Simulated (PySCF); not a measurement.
H₂N (SMILES [NH2-]), charge -1, singlet, geometry from GFN2-xTB (in this run its highest filled SCF level lies above zero, so its values depend strongly on the basis, on diffuse functions most of all); PySCF with TPSS/pcseg-1.

Here is a job for PySCF.
```python
from pyscf import gto, scf, dft

mol = gto.Mole()
mol.atom = '''
    N    -0.001861    0.105267    0.105249
    H     0.817030   -0.336324   -0.386155
    H    -0.804005   -0.400542   -0.350586
'''
mol.basis = 'pcseg-1'
mol.charge = -1
mol.spin = 0
mol.verbose = 4
mol.build()

mf = dft.UKS(mol)
mf.xc = 'tpss'
mf.kernel()
mf.analyze()
```

### Question
What does PySCF print? Leave out banner, timings and long lists.

### Answer

```
PySCF version 2.14.0

[INPUT] verbose = 4
[INPUT] num. atoms = 3
[INPUT] num. electrons = 10
[INPUT] charge = -1
[INPUT] spin (= nelec alpha-beta = 2S) = 0
[INPUT] symmetry False subgroup None
[INPUT] Mole.unit = angstrom
[INPUT] Symbol           X                Y                Z      unit          X                Y                Z       unit  Magmom
[INPUT]  1 N     -0.001861000000   0.105267000000   0.105249000000 AA   -0.003516780318   0.198925799955   0.198891784884 Bohr   0.0
[INPUT]  2 H      0.817030000000  -0.336324000000  -0.386155000000 AA    1.543962935553  -0.635560249118  -0.729727191631 Bohr   0.0
[INPUT]  3 H     -0.804005000000  -0.400542000000  -0.350586000000 AA   -1.519349252781  -0.756914681386  -0.662511523107 Bohr   0.0

nuclear repulsion = 7.36724973606701
number of shells = 7
number of NR pGTOs = 39
number of NR cGTOs = 24
basis = pcseg-1
ecp = {}

******** <class 'pyscf.dft.uks.UKS'> ********
method = UKS
initial guess = minao
damping factor = 0
level_shift factor = 0
DIIS = <class 'pyscf.scf.diis.CDIIS'>
diis_start_cycle = 1
diis_space = 8
diis_damp = 0
SCF conv_tol = 1e-09
SCF conv_tol_grad = None
SCF max_cycles = 50
direct_scf = True
direct_scf_tol = 1e-13
number electrons alpha = 5  beta = 5
XC library pyscf.dft.libxc version 7.1.2
    S. Lehtola, C. Steigemann, M. J. T. Oliveira, and M. A. L. Marques,  SoftwareX 7, 1–5 (2018)
XC functionals = tpss
    J. Tao, J. P. Perdew, V. N. Staroverov, and G. E. Scuseria,  Phys. Rev. Lett. 91, 146401 (2003)
    J. P. Perdew, J. Tao, V. N. Staroverov, and G. E. Scuseria,  J. Chem. Phys. 120, 6898 (2004)
    J. Tao, J. P. Perdew, V. N. Staroverov, and G. E. Scuseria,  Phys. Rev. Lett. 91, 146401 (2003)
    J. P. Perdew, J. Tao, V. N. Staroverov, and G. E. Scuseria,  J. Chem. Phys. 120, 6898 (2004)
radial grids:
    Treutler-Ahlrichs [JCP 102, 346 (1995); DOI:10.1063/1.469408] (M4) radial grids

becke partition: Becke, JCP 88, 2547 (1988); DOI:10.1063/1.454033
pruning grids: <function nwchem_prune>
grids dens level: 3
symmetrized grids: False
atomic radii adjust function: <function treutler_atomic_radii_adjust>
small_rho_cutoff = 0
Set gradient conv threshold to 3.16228e-05
tot grids = 33520
init E= -55.6910742630771
cycle= 1 E= -55.6942107791852  delta_E= -0.00314  |g|= 0.571  |ddm|= 1.02
cycle= 2 E= -54.6691025205589  delta_E= 1.03  |g|= 1.14  |ddm|= 5.76
cycle= 3 E= -55.8339990583601  delta_E= -1.16  |g|= 0.184  |ddm|= 5.68
cycle= 4 E= -55.851935138778  delta_E= -0.0179  |g|= 0.00858  |ddm|= 0.264
cycle= 5 E= -55.8519951210103  delta_E= -6e-05  |g|= 0.00188  |ddm|= 0.0209
cycle= 6 E= -55.8519968450298  delta_E= -1.72e-06  |g|= 0.000512  |ddm|= 0.00226
cycle= 7 E= -55.8519969606521  delta_E= -1.16e-07  |g|= 4.46e-05  |ddm|= 0.000355
cycle= 8 E= -55.8519969616102  delta_E= -9.58e-10  |g|= 1.42e-06  |ddm|= 5.05e-05
Extra cycle  E= -55.8519969616106  delta_E= -3.69e-13  |g|= 1.11e-06  |ddm|= 1.89e-06
converged SCF energy = -55.8519969616106  <S^2> = 1.6964208e-13  2S+1 = 1
**** SCF Summaries ****
Total Energy =                         -55.851996961610553
Nuclear Repulsion Energy =               7.367249736067006
One-electron Energy =                  -93.421703166121347
Two-electron Energy =                   30.202456468443785
Two-electron Coulomb Energy =           38.076145712425678
DFT Exchange-Correlation Energy =       -7.873689243981893
**** MO energy ****
                             alpha | beta                alpha | beta
MO #1   energy= -13.6954931190913  | -13.6954930612446  occ= 1 | 1
MO #2   energy= -0.366581557434565 | -0.366581508589282 occ= 1 | 1
MO #3   energy= -0.0399011722576263 | -0.0399012021227891 occ= 1 | 1
MO #4   energy= 0.106050230578604  | 0.1060502622302    occ= 1 | 1
MO #5   energy= 0.186035154693689  | 0.186035193691084  occ= 1 | 1
MO #6   energy= 0.297845564263352  | 0.297845566720983  occ= 0 | 0
MO #7   energy= 0.358375367983078  | 0.358375375189569  occ= 0 | 0
MO #8   energy= 0.777934765863163  | 0.77793464504554   occ= 0 | 0
MO #9   energy= 0.894086798471927  | 0.894086704747031  occ= 0 | 0
MO #10  energy= 0.97843364390248   | 0.978433692116402  occ= 0 | 0
MO #11  energy= 0.978759286158444  | 0.978759342662606  occ= 0 | 0
MO #12  energy= 1.06871480528976   | 1.06871488207024   occ= 0 | 0
MO #13  energy= 1.36877525455156   | 1.36877529865731   occ= 0 | 0

To work with the spin densities directly, `use mulliken_meta_spin()` only printing them here.

 ** Mulliken spin pop alpha/beta on meta-lowdin orthogonal AOs **
 ** Mulliken Spin Density (per AO)  **
spin_pop of  0 N 1s       -0.00000
spin_pop of  0 N 2s        0.00000
spin_pop of  0 N 3s       -0.00000
spin_pop of  0 N 2px       0.00000
spin_pop of  0 N 2py       0.00000
spin_pop of  0 N 2pz       0.00000
spin_pop of  0 N 3px      -0.00000
spin_pop of  0 N 3py      -0.00000
spin_pop of  0 N 3pz      -0.00000
spin_pop of  0 N 3dxy      0.00000
spin_pop of  0 N 3dyz      0.00000
spin_pop of  0 N 3dz^2     0.00000
spin_pop of  0 N 3dxz      0.00000
spin_pop of  0 N 3dx2-y2    0.00000
spin_pop of  1 H 1s       -0.00000
spin_pop of  1 H 2s       -0.00000
spin_pop of  1 H 2px       0.00000
spin_pop of  1 H 2py      -0.00000
spin_pop of  1 H 2pz      -0.00000
spin_pop of  2 H 1s       -0.00000
spin_pop of  2 H 2s       -0.00000
spin_pop of  2 H 2px       0.00000
spin_pop of  2 H 2py      -0.00000
spin_pop of  2 H 2pz      -0.00000
 ** Mulliken Spin Density (per atom)  **
spin density of  0 N =      0.00000
spin density of  1 H =     -0.00000
spin density of  2 H =     -0.00000
 ** Mulliken pop alpha/beta on meta-lowdin orthogonal AOs **
 ** Mulliken pop       alpha | beta **
pop of  0 N 1s        0.99997 | 0.99997
pop of  0 N 2s        0.81539 | 0.81539
pop of  0 N 3s        0.00799 | 0.00799
pop of  0 N 2px       0.51466 | 0.51466
pop of  0 N 2py       0.83054 | 0.83054
pop of  0 N 2pz       0.83108 | 0.83108
pop of  0 N 3px       0.00060 | 0.00060
pop of  0 N 3py       0.02037 | 0.02037
pop of  0 N 3pz       0.02040 | 0.02040
pop of  0 N 3dxy      0.00037 | 0.00037
pop of  0 N 3dyz      0.00077 | 0.00077
pop of  0 N 3dz^2     0.00054 | 0.00054
pop of  0 N 3dxz      0.00037 | 0.00037
pop of  0 N 3dx2-y2    0.00039 | 0.00039
pop of  1 H 1s        0.47353 | 0.47353
pop of  1 H 2s        0.00262 | 0.00262
pop of  1 H 2px       0.00028 | 0.00028
pop of  1 H 2py       0.00092 | 0.00092
pop of  1 H 2pz       0.00092 | 0.00092
pop of  2 H 1s        0.47353 | 0.47353
pop of  2 H 2s        0.00262 | 0.00262
pop of  2 H 2px       0.00028 | 0.00028
pop of  2 H 2py       0.00092 | 0.00092
pop of  2 H 2pz       0.00092 | 0.00092
In total             5.00000 | 5.00000
 ** Mulliken atomic charges   ( Nelec_alpha | Nelec_beta ) **
charge of  0N =     -1.08692  (     4.04346      4.04346 )
charge of  1H =      0.04346  (     0.47827      0.47827 )
charge of  2H =      0.04346  (     0.47827      0.47827 )

WARN: System has nonzero charge -1; the dipole moment is origin-dependent.
Location of origin: [0. 0. 0.]

Dipole moment(X, Y, Z, Debye):  0.01837, -1.03908, -1.03890
```
